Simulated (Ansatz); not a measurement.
Rock-salt KCl, treated with G0W0@PBE (Ansatz, a quantum-chemistry and plane-wave program, plane waves, hard PAW, contour deformation).

The cell has the measured lattice parameters. Conventional cell: a = 6.2929 Å, b = 6.2929 Å, c = 6.2929 Å, α = 90.00°, β = 90.00°, γ = 90.00°.

The quasiparticle gap at Γ at a fixed k mesh 2×2×2:

```json
[
 {"response cutoff": "150 eV, 477 empty bands", "value (eV)": "7.864"},
 {"response cutoff": "200 eV, 735 empty bands", "value (eV)": "7.917"},
 {"response cutoff": "250 eV, 1027 empty bands", "value (eV)": "7.948"},
 {"response cutoff": "300 eV, 1350 empty bands", "value (eV)": "7.966"}
]
```

Question: Taking the value to converge with the response cutoff E as E^(−3/2), extrapolate from the last two rows.

Answer: With y = y∞ + c/w and weights w = 3953 and 5196 for the last two rows, y∞ = (w2 y2 − w1 y1)/(w2 − w1) = (5196 × 7.966 − 3953 × 7.948)/1243 = 8.023 eV, which lies 0.057 beyond the last row. Successive pairs of rows give 8.015, 8.026, 8.023. The limit also hangs on the law assumed, so its last digits aren't firm.

The other settings are not extrapolated, so this is the limit in one setting alone.
